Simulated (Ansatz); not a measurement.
**SiBH₅: how energies converge with the basis set**

How large a basis does SiBH₅ need? Two functionals and correlated methods are run in growing sets.

Program: Ansatz 0.2.0, Gaussian basis. Level of theory: one geometry, several basis sets. These are calculated values, not measurements.

Plan: PBE0-D4/def2-SVP; ωB97M-V/def2-SVP; PBE0-D4/def2-QZVPP; ωB97M-V/def2-QZVPP; CCSD(T)/cc-pV(D+d)Z; CCSD(T)/cc-pV(T+d)Z; CCSD(T)/cc-pV(Q+d)Z; the functionals' def2-TZVPP values are taken from earlier runs.

## (1) The geometry

An earlier PBE0-D4 in a triple-zeta def2 set relaxation fixed the geometry.

SMILES `B[SiH3]`, 7 atoms, charge 0, spin multiplicity 1.

Atoms are counted from 1 here; the program's logs count them from 0.

Bond lengths: B1–Si2 2.010 Å, B1–H3 1.196 Å, B1–H4 1.195 Å, Si2–H5 1.492 Å, Si2–H6 1.492 Å, Si2–H7 1.487 Å. Angles: Si2–B1–H3 118.9°, Si2–B1–H4 123.6°, H3–B1–H4 117.5°, B1–Si2–H5 108.8°, B1–Si2–H6 108.8°, B1–Si2–H7 115.1°, H5–Si2–H6 107.3°, H5–Si2–H7 108.3°, H6–Si2–H7 108.3°.

Coordinates:

```csv
atom,x (Å),y (Å),z (Å)
B1,-0.04320,-1.18904,0.20426
Si2,0.08908,0.78535,-0.14855
H3,-1.12598,-1.69059,0.29009
H4,0.90641,-1.90253,0.33540
H5,-0.61599,1.09336,-1.42715
H6,-0.62356,1.51669,0.93964
H7,1.47445,1.31877,-0.23949
```

## (2) PBE0-D4 in def2-SVP

in.yaml reads:

```yaml
crystal:
  periodic: [false, false, false]
  atoms:
    - {symbol: B, position_ang: [-0.043203, -1.189043, 0.204262]}
    - {symbol: Si, position_ang: [0.089076, 0.785348, -0.148545]}
    - {symbol: H, position_ang: [-1.125977, -1.690592, 0.290092]}
    - {symbol: H, position_ang: [0.906406, -1.902534, 0.335399]}
    - {symbol: H, position_ang: [-0.615990, 1.093364, -1.427155]}
    - {symbol: H, position_ang: [-0.623563, 1.516685, 0.939637]}
    - {symbol: H, position_ang: [1.474452, 1.318774, -0.239488]}
basis:
  gaussian: {orbitals: def2-SVP}
hamiltonian: {xc: pbe0, dispersion: d4}
output: {orbitals: {seedname: orbitals}}
```

Further steps of the session: ωB97M-V in def2-SVP; PBE0-D4 in def2-QZVPP; ωB97M-V in def2-QZVPP; CCSD(T) in cc-pV(D+d)Z; CCSD(T) in cc-pV(T+d)Z; CCSD(T) in cc-pV(Q+d)Z.

Q: Predict the results of all the runs planned. Wanted: MP2 correlation recovered, cc-pV(D+d)Z; MP2 correlation recovered, cc-pV(T+d)Z; MP2 correlation recovered, cc-pV(Q+d)Z; CCSD(T) limit from def2 sets; PBE0-D4: double and triple zeta above quadruple; ωB97M-V: double and triple zeta above quadruple.

**Answer**, as computed:

| quantity | value |
| --- | --- |
| MP2 correlation recovered, cc-pV(D+d)Z | 72.8 % |
| MP2 correlation recovered, cc-pV(T+d)Z | 89.6 % |
| MP2 correlation recovered, cc-pV(Q+d)Z | 95.7 % |
| CCSD(T) limit from def2 sets (earlier runs) less the limit of this series | -17 meV |
| PBE0-D4: double and triple zeta above quadruple | 3.89, 0.32 eV |
| ωB97M-V: double and triple zeta above quadruple | 4.01, 0.30 eV |

What this shows: PBE0-D4 gains 3.57 eV from double to triple zeta, then 0.32 eV more. In cc-pV(D+d)Z MP2 holds 73 % of its limit, in cc-pV(Q+d)Z 96 %, while Hartree-Fock is within 0.043 eV in the largest set. A limit from the def2 sets, made apart, differs by 17 meV, a least measure of the doubt on such a limit. Total energies overstate the basis error of differences, where much of it tends to cancel.
